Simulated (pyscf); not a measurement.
Thermochemistry of product channels of aluminium trichloride (Cl–Al(Cl)–Cl) + H atom (H•) on the doublet surface, in kcal/mol, from CCSD(T)/def2-TZVPP + ΔMP2(QZVPP) energies (ideal gas, 1 atm, RRHO with modes under 100 cm⁻¹ raised to 100, one conformer, R ln 2 for rigid chiral ones). PySCF, gas phase, ωB97X-D3(BJ)/def2-SVP geometries. MP2 and CC: frozen core, UHF for open shells. ΔMP2 is the change of the MP2 total energy from the triple- to the quadruple-zeta basis.

```
products                                  ΔE  ΔH(298 K)  ΔG(600 K)  ΔG(1200 K)
-------------------------------------  -----  ---------  ---------  ----------
hydrogen chloride (HCl) + [Cl–Al–Cl]•  +10.2      +12.9       +6.2           …
chlorine (Cl–Cl) + [HAl–Cl]•               …      +92.9      +85.6       +80.1
```

Problem. What belongs in the gaps?

Solution. 
- hydrogen chloride (HCl) + [Cl–Al–Cl]•, ΔG(1200 K): +1.4
- chlorine (Cl–Cl) + [HAl–Cl]•, ΔE: +91.6

These are energies of the channels, which say nothing of barriers. The CCSD(T) − MP2 part came from Ansatz, without density fitting, on the same reference.
